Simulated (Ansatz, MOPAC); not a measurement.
Gas-phase reaction in SMILES: NB(Cl)Cl + 3 [H][H] (H2) -> B (BH3) + 2 Cl (HCl) + N (NH3)

Wanted: energy of full hydrogenation (enthalpy at 298 K), in kcal/mol. Terms: dispersion terms only where a functional's name holds one; valence correlation only; no spin-orbit coupling; LANL2DZ with its own core potentials from Na on; non-relativistic. CBS(X,Y): correlation extrapolated as X^-3; Hartree-Fock from the larger set (for Q and 5 zeta extrapolated as (X+1)exp(-9√X)). First-principles rows: single points at B3LYP-D3(BJ) geometries (Ansatz, an electronic-structure program), with unscaled harmonic terms from B3LYP/6-31G* (Ansatz) at its own minima. Semi-empirical rows: MOPAC heats of formation at their own minima for 298 K.

```
species      coefficient  E at B3LYP/LANL2DZ (Ansatz), Eh  E at wB97M-V/def2-TZVPD (Ansatz), Eh  H(298 K) - E, kcal/mol  heat of formation at PM6 (MOPAC), kcal/mol
-----------  -----------  -------------------------------  ------------------------------------  ----------------------  ------------------------------------------
NB(Cl)Cl              -1                       -110.81648                           -1001.33071                   24.76                                      -91.32
[H][H] (H2)           -3                         -1.17442                              -1.16077                    8.44                                      -25.73
B (BH3)               +1                        -26.60397                             -26.58282                   19.05                                       32.76
Cl (HCl)              +2                        -15.53896                            -460.79070                    6.28                                      -32.00
N (NH3)               +1                        -56.54485                             -56.55014                   24.05                                       -3.14
```

Coupled cluster (Ansatz) is a level with limits of its own, used here on species with T1 under 0.025 (0.045 for open shells) and stable references: CCSD(T)/CBS(cc-pV(Q+d)Z,cc-pV(5+d)Z). Value to compare with, CCSD(T)/CBS(cc-pV(Q+d)Z,cc-pV(5+d)Z) (Ansatz): 67.5 kcal/mol. 1 Eh = 627.5095 kcal/mol.

Task: Compute it at each level from the table, and compare with CCSD(T)/CBS(cc-pV(Q+d)Z,cc-pV(5+d)Z) (Ansatz).

Result: 
- B3LYP/LANL2DZ: the sum of coefficient times E is 0.11300 Eh, or 70.91 kcal/mol; the thermal terms add 5.58. Result: 76.5 kcal/mol. Its difference against CCSD(T)/CBS(cc-pV(Q+d)Z,cc-pV(5+d)Z) (Ansatz) is 9.0 kcal/mol.
- wB97M-V/def2-TZVPD: the sum of coefficient times E is 0.09866 Eh, or 61.91 kcal/mol; the thermal terms add 5.58. Result: 67.5 kcal/mol. Its difference against CCSD(T)/CBS(cc-pV(Q+d)Z,cc-pV(5+d)Z) (Ansatz) is 0.0 kcal/mol.
- PM6: the sum of coefficient times heat of formation is 134.13 kcal/mol; it needs no thermal term. Its difference against CCSD(T)/CBS(cc-pV(Q+d)Z,cc-pV(5+d)Z) (Ansatz) is 66.6 kcal/mol.
